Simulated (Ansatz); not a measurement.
Results of PBEsol (PAW; Ansatz, a first-principles code) for hcp Be.

Numerical settings: plane-wave cutoff 520 eV, 16×16×10 k mesh (along the axes of the cell as run), Fermi–Dirac smearing 0.1 eV, perturbation theory, force constants from a 4×4×2 q mesh, scalar-relativistic PAW data made under PBE.

Quasi-harmonic results against temperature at zero pressure (zero-point motion included, B isothermal):

```tsv
T (K)	a (Å)	c (Å)	α along a (10⁻⁶/K)	α along c (10⁻⁶/K)	B (GPa)	C_P (J/K per mol of atoms)
0	2.2718	3.5728	0.00	0.00	119.7	0.00
200	2.2728	3.5739	7.21	5.31	118.8	9.92
300	2.2750	3.5766	11.74	9.28	117.4	16.11
400	2.2780	3.5804	14.38	11.71	115.7	19.64
600	2.2852	3.5898	17.14	14.22	111.9	23.06
800	2.2935	3.6005	18.71	15.56	108.0	24.70
1000	2.3023	3.6121	19.93	16.52	104.0	25.76
```

The crystal is taken as a harmonic solid at every temperature: melting, phase changes and anharmonicity beyond the change of volume are not seen, nor the electrons' share in a metal.
